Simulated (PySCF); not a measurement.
These 2 structures share the formula C4H5 (doublet state). Method: PBE0-D3(BJ)/def2-SVP geometry optimisation, gas phase in PySCF. Energies are electronic, without zero-point or thermal terms, for one conformer each. No frequencies were run at this level. Point groups hold within 0.08 Å. The open-shell SCF solutions weren't tested for stability.

Task: Order them by energy at this level, lowest first, and give relative energies in kJ/mol.
A. `C#C[CH]C` [radical]
B. `[C]#CCC` [radical]

Result: A (0.0), B (195.0).

Both arise from one parent by loss of a hydrogen atom (C#C[CH]C: H removed from sp3 C; [C]#CCC: H removed from sp C), so the differences are those of the electronic X–H dissociation energies at this level.

| SMILES | E (Eh) | E rel (kJ/mol) | dipole (D) | point group | A, B, C (MHz) | ⟨S²⟩ |
| --- | --- | --- | --- | --- | --- | --- |
| C#C[CH]C | -155.01722 | 0.0 | 0.60 | near Cs | 38735, 4403, 4053 | 0.778 |
| [C]#CCC | -154.94295 | 195.0 | 1.57 | Cs | 28177, 4878, 4386 | 0.788 |
